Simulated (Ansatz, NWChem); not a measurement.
# Heat of formation of C4H5N (pyrrole) from total energies

The species is C4H5N (10 atoms), meant as a singlet with charge 0. As SMILES, `c1cc[nH]c1`. Geometry: relaxed at PBE0-D4/def2-TZVP.

Total energies at SVWN5/def2-SVP (NWChem 7.3.0); the atoms run unrestricted:

```tsv
species	state	energy (Eh)
C4H5N	singlet	-208.153327
C	triplet	-37.421645
N	quartet	-54.066154
H	doublet	-0.477468
```

Harmonic wavenumbers at PBE0-D4/def2-TZVP, in cm⁻¹: 488, 632, 648, 694, 735, 832, 874, 878, 902, 1044, 1075, 1102, 1168, 1194, 1313, 1441, 1478, 1518, 1591, 3256, 3267, 3281, 3288, 3704.

Measured heats of formation of the gaseous atoms at 298.15 K, in kJ/mol: C 716.9, N 472.4, H 218.0. Spin-orbit lowering of the atoms at 298 K (mean of the ground term's levels less their thermal mean, from spectra), in kJ/mol: C 0.02. Take 1 Eh = 2625.50 kJ/mol, 1 cm⁻¹ = 0.0119627 kJ/mol, RT = 2.479 kJ/mol.

Problem. Work out the heat of formation of the gas at 298 K.

Solution. 
1. Electronic atomisation energy: 4 × (-37.421645) + (-54.066154) + 5 × (-0.477468) − (-208.153327) = 2.013253 Eh = 5285.8 kJ/mol.
2. Zero-point energy: half the sum of the wavenumbers, 18201.5 cm⁻¹ = 217.7 kJ/mol.
3. Thermal vibrational enthalpy, Σ hcν̃/(exp(hcν̃/kT) − 1): 2.9 kJ/mol. Translation, rotation and pV of a non-linear molecule: 4 RT = 9.9 kJ/mol.
4. The 10 free atoms carry 5/2 RT each: 62.0 kJ/mol.
5. Spin-orbit coupling lowers the free atoms by 4 × 0.02 = 0.1 kJ/mol.
6. Atomisation enthalpy at 298 K: 5285.8 − 0.1 − 217.7 − 2.9 − 9.9 + 62.0 = 5117.2 kJ/mol.
7. Sum of the atoms' heats of formation: 4430.0 kJ/mol. Heat of formation: 4430.0 − 5117.2 = -687.2 kJ/mol.

The tabulated value is +108.2 kJ/mol (CRC Handbook of Chemistry and Physics), so this level is off by -795.4 kJ/mol, or 18.4 % of the atomisation enthalpy. The LDA overbinds, which puts heats of formation too low. Anharmonicity and any spin-orbit splitting of the molecule are left out.
